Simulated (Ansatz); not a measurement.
# B₂H (doublet): wB97M-V, B2PLYP, RPA-PBE over a scan of the scale of all distances, 6-31G

How well do these functionals follow the top wave-function level for B₂H (doublet) over a scan of the scale of all distances?

The runs use Ansatz 0.2.0, Gaussian basis; 6-31G, all electrons in the functionals, frozen cores in the correlation of double hybrids and RPA.

To be run: wB97M-V, B2PLYP, RPA-PBE, at 0.882; 1.000; 1.118; 1.297; 1.475; 1.751; 1.969; 2.361.

11 further runs of the same task are left out: 9 that didn't finish, 2 set aside as unsound or not needed.

## 1. What is computed

The geometry derives from a PBE0/def2-TZVP stationary point (not a proven minimum). All distances are scaled together.

3 atoms, charge 0, spin multiplicity 2.

Atoms are counted from 1 here; the program's logs count them from 0.

Bond lengths: B1–B2 1.523 Å, B1–H3 1.177 Å. Angles: B2–B1–H3 180.0°.

No dispersion term is added; wB97M-V holds VV10 nonlocal correlation.

The geometry shown and the zero of energy belong to the point 1.000. The yardstick, FCI, and other wave-function levels (R restricted, U unrestricted, valence and pair active spaces) come from earlier runs.

## 2. wB97M-V, 0.882

File in.yaml:

```yaml
crystal:
  periodic: [false, false, false]
  atoms:
    - {symbol: B, position_ang: [0.000000, 0.000000, 0.101509]}
    - {symbol: B, position_ang: [0.000000, 0.000000, -1.241523]}
    - {symbol: H, position_ang: [0.000000, 0.000000, 1.140014]}
basis:
  gaussian: {orbitals: 6-31G}
magnetization: {spin_polarized: true, initial_magnetization: 1}
hamiltonian: {xc: {name: wB97M-V}}
output: {forces: true, orbitals: {seedname: orbitals}}
```

Started as:

```
$ ansatz run in.yaml --threads 1 --pin off --events-out ev --progress --plain --max-ram 2393MiB
```

Further steps of the session: wB97M-V, 1.000; wB97M-V, 1.118; wB97M-V, 1.297; wB97M-V, 1.475; wB97M-V, 1.751; wB97M-V, 1.969; wB97M-V, 2.361; B2PLYP, 0.882; B2PLYP, 1.000; B2PLYP, 1.118; B2PLYP, 1.297; B2PLYP, 1.475; B2PLYP, 1.751; B2PLYP, 1.969; B2PLYP, 2.361; RPA-PBE, 0.882; RPA-PBE, 1.000; RPA-PBE, 1.118; RPA-PBE, 1.297; RPA-PBE, 1.475; RPA-PBE, 1.751; RPA-PBE, 1.969; RPA-PBE, 2.361.

Q: Predict the results of all the runs planned. Wanted: span of the FCI curve; largest miss, wB97M-V; largest miss, B2PLYP; largest miss, RPA-PBE.

As calculated:

```
             quantity                   value
span of the FCI curve          113.4 kcal/mol
largest miss, wB97M-V  +36.2 kcal/mol (2.361)
 largest miss, B2PLYP  +35.7 kcal/mol (1.969)
largest miss, RPA-PBE   +5.1 kcal/mol (1.297)
```

In words: Of the functionals, RPA-PBE keep the smallest largest miss at the points compared (at most 5.1 kcal/mol) and wB97M-V strays most (36.2 kcal/mol, at 2.361). wB97M-V, B2PLYP, RPA-PBE clearly break the spin symmetry at some points (⟨S²⟩ up to 1.00 above the pure value), so energy there is bought with a mixed spin. Functionals and the yardstick converge differently with the basis, so part of each miss in 6-31G is the basis.
